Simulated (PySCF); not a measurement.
Input of a run (PBE0-D3(BJ)/def2-SVP geometry optimisation, gas phase, def2 core potentials past Kr (PySCF 2.14.0)), started from GFN2-xTB:
```
{"job": {"xc": "PBE0", "basis": "def2-SVP", "d3": "d3bj", "grid": 1, "maxiter": 30, "shake": 0.01, "kind": "geom"}, "charge": -1, "multiplicity": 2}
O     -0.773450    -0.757310    -1.571630
W     -0.098720    -0.090850    -0.191000
Cl     1.487230    -1.574600     0.637820
Cl    -1.317430    -0.785470     1.656140
Cl    -1.041050     1.995610     0.261360
Cl     1.767580     1.182600    -0.837360
```

Output (energies in Eh, forces in Eh/bohr):
```
step   0  E = -1982.15619220  max force = 0.013433
step   1  E = -1982.15990532  max force = 0.015511
step   2  E = -1982.16039947  max force = 0.011060
step   3  E = -1982.16058414  max force = 0.000544
step   4  E = -1982.16059167  max force = 0.000435
optimisation converged
```

Q: Summarise the run.

A: The energy falls by 11.6 kJ/mol over 5 energy and gradient evaluations, the largest force component goes from 0.0134 to 4.4e-04 Eh/bohr, and the atoms move by 0.086 Å rms after alignment. The bond that changes most is W2–Cl4 (ends: tungsten bonded to 4 Cl and O; chlorine bonded to W), which lengthens by 0.052 Å. Bonds longer at the end by more than 0.005 Å: 5 of 5; shorter: 0. Among the angles that change most is Cl3–W2–Cl5, from 141.0° to 148.9°. The energy never rose by more than 1e-6 Eh on the way. The first step brought 84 % of the lowering.

Q: What are the final bond lengths?

A: O1=W2 1.681 Å, W2–Cl3 2.366 Å, W2–Cl4 2.371 Å, W2–Cl5 2.368 Å, W2–Cl6 2.373 Å. Numbering counts from 1 in the input's order; the species is `[O]=[W-]([Cl])([Cl])([Cl])[Cl]` ([WOCl4]-) [radical].

The run used 118 basis functions and 48 SCF cycles in all. Time: 43 s wall, 56 s CPU; peak memory 0.50 GiB. Hardware: Arm Neoverse V2, 2 threads, shared host.

Stationary, but not proved a minimum. ⟨S²⟩ = 0.756 (exact for a doublet: 0.75). The geometry's basis has no diffuse functions, a weakness for an anion.

Neither the SCF state along the optimisation nor the shape of the open-shell metal species was proved the lowest: other solutions of the same spin, or a structure of lower symmetry, can lie below.
